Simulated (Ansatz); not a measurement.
singlet BHO: levels of theory in one basis

```yaml
atoms:
  - { symbol: H, position_ang: [0.0000, 0.0000, -1.1895] }
  - { symbol: B, position_ang: [0.0000, 0.0000, -0.0049] }
  - { symbol: O, position_ang: [0.0000, 0.0000, 1.1945] }
```

Basis set: def2-SVP (spherical functions). Frozen core: 2 orbitals. Charge 0, multiplicity 1.

Computed with Ansatz (development build ahead of 0.2.0); each method stands on the lowest determinant of its kind that the runs found.

```json
{"method": "RHF", "E − E(RHF) (eV)": "0.00", "<S²> of the determinant": "0.00"}
{"method": "RHF-MP2", "E − E(RHF) (eV)": "-7.29", "<S²> of the determinant": "–"}
```

Question: What does RHF-CCSD(T) give on the same scale?

Answer: -7.74 eV.

Question: Is a single determinant a sound starting point here?

Answer: By this sign, yes. Unrestricted orbitals gain 0.00 eV and <S²> is 0.00 against 0.00 for a pure state.
